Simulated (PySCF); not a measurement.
**Potential energy of AlH along the bond**

Set-up: PySCF, no relativity, basis sets Al def2-SVP, H def2-SVP. Energies in eV from Al + H in their ground configurations at the same level. State: ¹Σ⁺ (singlet), closed shell.

Curves on a restricted Hartree–Fock reference rise too fast on stretching and do not dissociate correctly.

```
R (Å)  RHF-SCS-MP2
1.435       -2.647
1.501       -2.833
1.568       -2.932
1.618       -2.963
1.668       -2.962
1.718       -2.937
1.785       -2.872
1.868       -2.754
1.968       -2.575
2.102       -2.297
```

Question: Put a parabola through the three lowest points of the RHF-SCS-MP2 curve and estimate Re, k and ωe (reduced mass 0.9715 u; 1 eV/Å² = 0.16022 mdyn/Å; ωe = 1302.8·√(k/μ) cm⁻¹).

Answer: Through R = 1.568, 1.618, 1.668 Å the second-order coefficient is 6.40 eV/Å², so Re ≈ 1.641 Å, k ≈ 2.05 mdyn/Å and ωe ≈ 1893 cm⁻¹. A polynomial fit of higher order to the unrounded RHF-SCS-MP2 energies gives Re = 1.642 Å, k = 1.77 mdyn/Å, ωe = 1759 cm⁻¹; anharmonicity and rounding make the difference.

The higher-order fit for each curve: RHF-SCS-MP2: Re = 1.642 Å, ωe = 1759 cm⁻¹, De = 2.97 eV.

Correlated steps freeze 5 core orbitals. Correlated levels converge slowly with the basis: in double zeta they bind strong bonds too weakly, by up to about 1 eV, and carry superposition errors of some tenths. Where the molecule has an RHF reference, its open-shell atoms are computed with UHF.
